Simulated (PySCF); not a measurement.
Gas-phase reaction: 2 BCl3 + 3 H2 = B2H6 + 3 Cl2

Computed with PySCF and rigid-rotor harmonic-oscillator thermochemistry at 1 bar. † marks an energy on the PBE0/def2-TZVP geometry and frequencies; other levels use their own. 6-31G* has spherical d functions here. All species are closed-shell singlets. The harmonic model lacks anharmonicity and excited electronic states, which grow with temperature; levels with a mode under 35 cm⁻¹ are left out.

```tsv
level	ΔE electronic, kJ	ΔH°(298 K), kJ	ΔS°(298 K), J/K	ΔG°(600 K), kJ
BLYP/def2-TZVP†	762	803	-70	850
HF/6-31G*	893	938	-68	985
M06-2X/def2-TZVP†	807	848	-70	895
LDA/def2-TZVP†	762	803	-70	850
ωB97M-V/def2-TZVP†	807	848	-70	895
```
ΔH° is lowest at LDA/def2-TZVP† and highest at HF/6-31G*. No reference value is set beside these.
